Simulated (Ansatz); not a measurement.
`[SiH3]CS`, charge 0, multiplicity 1.

Question: Give a relaxed structure at PBE0-D4/def2-TZVP (Ansatz 0.2.0). (Best estimate.)

Answer: The calculation gave: 
Cartesian coordinates in Å:
```
Si 0.101 -0.312 -1.029
C -0.589 0.420 0.557
S 0.723 0.726 1.770
H 1.045 0.646 -1.656
H -0.997 -0.625 -1.985
H 0.823 -1.571 -0.702
H -1.022 1.400 0.344
H -1.380 -0.197 0.989
H 1.295 -0.488 1.713
```
This is one stationary point; other conformers may exist.
